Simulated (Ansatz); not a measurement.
Reaction: C2HBCl2 (dichloro(ethynyl)borane, SMILES B(C#C)(Cl)Cl) → BCl2 (SMILES Cl[B]Cl, doublet) + C2H (SMILES C#[C], doublet) (the B-C bond breaks)
Each species at its own B3LYP-D3(BJ)/def2-TZVP minimum (Ansatz, an electronic-structure program).

Total energies in hartree (Ansatz). UHF or UKS for unpaired electrons; spin-orbit terms are left out. Cores are frozen in correlated methods. No relativity. The UHF reference of C2H ([C]#C, doublet) is spin-contaminated (<S^2> up to 0.36 over the pure value in the sets run).

| species | HF/cc-pV(T+d)Z | CCSD(T)/cc-pV(T+d)Z | HF/cc-pV(Q+d)Z | CCSD(T)/cc-pV(Q+d)Z | CCSD(T)/cc-pV(D+d)Z | CCSDT(Q)/cc-pV(D+d)Z |
|---|---|---|---|---|---|---|
| 1: C2HBCl2 (SMILES C#CB(Cl)Cl) | -1020.10879 | -1020.95263 | -1020.12185 | -1021.02634 | -1020.71405 | -1020.71705 |
| 2: BCl2 (SMILES [B](Cl)Cl, doublet) | -943.75184 | -944.25620 | -943.76043 | -944.30832 | -944.09371 | -944.09555 |
| 3: C2H (SMILES [C]#C, doublet) | -76.17745 | -76.46716 | -76.18236 | -76.48720 | -76.39801 | -76.40053 |

### Question
Work out the bond dissociation energy (electronic) in kcal/mol: take Hartree-Fock from cc-pV(Q+d)Z, extrapolate the CCSD(T) correlation energy as X^-3 (X = 3, 4), and add CCSDT(Q) - CCSD(T) in cc-pV(D+d)Z. 1 hartree = 627.51 kcal/mol.

### Answer

Species 1: correlation (64·(-0.90449) - 27·(-0.84384))/37 = -0.94875; step -0.00300; E1 = -1020.12185 + (-0.94875) + (-0.00300) = -1021.07360
Species 2: correlation (64·(-0.54789) - 27·(-0.50436))/37 = -0.57966; step -0.00184; E2 = -943.76043 + (-0.57966) + (-0.00184) = -944.34193
Species 3: correlation (64·(-0.30484) - 27·(-0.28971))/37 = -0.31588; step -0.00252; E3 = -76.18236 + (-0.31588) + (-0.00252) = -76.50076
-1·E1 +1·E2 +1·E3 = 0.23091 hartree = 144.9 kcal/mol.
